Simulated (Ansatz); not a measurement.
# BSiP (triplet): the correlation ladder, cc-pVTZ

One table from this session's results is given with a row withheld; the runs are named, their logs left out.

The runs use Ansatz 0.2.0, Gaussian basis; cc-pVTZ, core rule «outside noble gas», up to 11 orbitals frozen.

To be run: UHF; CCSD(T) on ROHF; CCSD(T) on UHF; BCCD(T) on ROHF; CCSDT(Q) on ROHF; CCSDT(Q) on UHF; CASSCF and NEVPT2, 12 electrons in 12 orbitals.

6 further runs of the same task are left out: 6 set aside as unsound or not needed.

**The system**

The geometry is a PBE0/def2-TZVP stationary point (not a proven minimum).

3 atoms, charge 0, spin multiplicity 3.

Atoms are counted from 1 here; the program's logs count them from 0.

Bond lengths: P1–B2 1.761 Å, B2–Si3 1.939 Å. Angles: P1–B2–Si3 180.0°.

Coordinates:

```xyz
3
charge 0, multiplicity 3
P     0.00000    0.00000   -1.82040
B     0.00000    0.00000   -0.05920
Si    0.00000    0.00000    1.87960
```

The first run:

File in.yaml:

```yaml
crystal:
  periodic: [false, false, false]
  atoms:
    - {symbol: P, position_ang: [0.000000, 0.000000, -1.820400]}
    - {symbol: B, position_ang: [0.000000, 0.000000, -0.059200]}
    - {symbol: Si, position_ang: [0.000000, 0.000000, 1.879600]}
basis:
  gaussian: {orbitals: cc-pVTZ}
magnetization: {spin_polarized: true, initial_magnetization: 2}
hamiltonian: {xc: hf}
output: {orbitals: {seedname: orbitals}}
```

Command:

```
> ansatz run in.yaml --threads 1 --pin off --events-out ev --progress --plain --max-ram 4096MiB --backend cpu
```

Among the steps run: UHF; CCSD(T) on ROHF; CCSD(T) on UHF; BCCD(T) on ROHF; CCSDT(Q) on ROHF; CCSDT(Q) on UHF; CASSCF and NEVPT2, 12 electrons in 12 orbitals.

One of the session's tables, all rows but one given; the rest of the session is left out.

| method | from RCCSDT(Q) (meV) |
| --- | --- |
| ROHF | +9503.9 |
| UHF | +9083.9 |
| RMP2 | +1803.5 |
| UMP2 | ? |
| RCCSD | +758.6 |
| UCCSD | +771.6 |
| RCCSD(T) | +199.2 |
| UCCSD(T) | +240.8 |
| BCCD(T) | +199.0 |
| RCCSDT | +94.5 |
| UCCSDT | +97.3 |
| RCCSDT(Q) | 0 |
| UCCSDT(Q) | -11.3 |
| CASSCF valence | +6472.1 |
| NEVPT2 valence | +1375.3 |

Estimate the missing values for UMP2.

As computed: from RCCSDT(Q) (meV): +2208.6. In the column «from RCCSDT(Q) (meV)» it lies between RMP2 (+1803.5) and CASSCF valence (+6472.1).

With the free atoms at the same levels and basis (separate runs), the atomisation energy is 6.573 eV at RCCSDT(Q), 6.431 eV at RCCSD(T), 6.386 eV at UCCSD(T), 4.088 eV at ROHF.

To keep in mind: Restricted and unrestricted rows rest on different reference determinants; where their highest levels disagree by more than a few hundredths of an eV, they describe different states and don't form one ladder.
